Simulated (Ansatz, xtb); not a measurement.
**Ranking isomers of C6H4**

3 gas-phase structures of C6H4, from a drawn sample of its isomers (lower ones may exist). Each was relaxed with GFN2-xTB:

A. `C#C/C=C\C#C`, a singlet
B. `C#C/C=C/C#C`, a singlet
C. `C#CC(=C)C#C`, a singlet

Task: Estimate their order in r2SCAN-D4/def2-SVP energy at these geometries, lowest first.

Result: Calculated order at r2SCAN-D4/def2-SVP: B (0.0), A (0.5), C (5.2) kcal/mol. Less than 1 kcal/mol parts B and A, so the order within that pair means little.

Energies above the lowest of each column, in kcal/mol; the last columns are at PBE-D3(BJ)/def2-SVP geometries:

```json
{"structure": "B", "GFN2-xTB": "0.0", "HF/STO-3G": "0.0", "r2SCAN-D4/def2-SVP": "0.0", "PBE-D3(BJ)/def2-SVP": "0.0", "CCSD(T)/def2-SVP + ΔMP2/def2-TZVPP": "0.0"}
{"structure": "A", "GFN2-xTB": "0.7", "HF/STO-3G": "0.2", "r2SCAN-D4/def2-SVP": "0.5", "PBE-D3(BJ)/def2-SVP": "0.4", "CCSD(T)/def2-SVP + ΔMP2/def2-TZVPP": "0.2"}
{"structure": "C", "GFN2-xTB": "2.8", "HF/STO-3G": "2.0", "r2SCAN-D4/def2-SVP": "5.2", "PBE-D3(BJ)/def2-SVP": "5.3", "CCSD(T)/def2-SVP + ΔMP2/def2-TZVPP": "2.4"}
```

Every level run on B puts it lowest or level with the lowest. ΔMP2 is the change of the MP2 energy from the smaller to the larger basis.

Programs: Ansatz 0.2.0, xtb 6.7.1.
